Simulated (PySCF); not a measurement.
A structure optimised at TPSSh-D3(BJ)/def2-SVP, used in a PySCF frequency run:

```
C
H 1 1.0930
Cl 1 1.7796 2 107.73
Cl 1 1.7796 2 107.73 3 -120.00
Cl 1 1.7796 2 107.73 3 120.00
```

**Question.** Write its SMILES, formula and point group.

**Answer.** ClC(Cl)Cl, CHCl3, C3v

**Question.** What are its rotational constants (standard atomic weights)?

**Answer.** 3.1896, 3.1896, 1.6539 GHz
